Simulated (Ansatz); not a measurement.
Born–Oppenheimer molecular dynamics of C₂H₂S (5 atoms, charge 0, multiplicity 1). It starts at the highest image of a converged band. Of that band: The profile has 2 maxima (images 2, 4) with wells between them (image 3): this band takes more than one step, which may be the mechanism or a detour left from its start path. Neighbouring images differ by up to 1.8 eV, so the band resolves the path poorly. A vibrational analysis at the climbing image gives one clearly imaginary mode, 566i cm⁻¹: a first-order saddle point.

Level of theory: RKS B3LYP/STO-3G in Ansatz 0.2.0.

```yaml
ensemble: NVE (velocity Verlet)
time_step: 0.5 fs
steps_asked: 200
starting_velocities_drawn_for: 300 K
seed: 12415
```

First frame:

```xyz
5
Properties=species:S:1:pos:R:3
C -0.847 0.489 0.358
C 0.300 0.919 0.004
S -0.047 -1.265 0.558
H -0.529 -1.710 -0.644
H 1.173 1.492 -0.317
```

Problem. How far do the bonds stretch over the last three quarters of this one trajectory? (Pairs bonded in most of those frames.)

Solution. 
| bond | mean (Å) | spread (Å) | shortest | longest |
| --- | --- | --- | --- | --- |
| C1–C2 | 1.235 | 0.026 | 1.16 | 1.28 |
| C1–S3 | 1.840 | 0.164 | 1.54 | 2.11 |
| C2–H5 | 1.089 | 0.024 | 1.04 | 1.13 |
| S3–H4 | 1.374 | 0.008 | 1.36 | 1.39 |

Mean temperature of the second half: 3233 K. The conserved energy stayed within 0.36 meV per atom of its start (net change 0.062 meV per atom), so the integration is sound. The kinetic energy rose, since the run started high on the potential surface and went downhill. A run of 0.1 ps of so small a system gives no equilibrium averages. The orbitals stay closed-shell, which can raise the energy where a bond breaks towards radicals; this wasn't checked here. Limits of this set-up: minimal basis.

Time of the run: 99 s on 1 thread of Arm Neoverse V2 (shared host), peak memory 0.072 GiB.
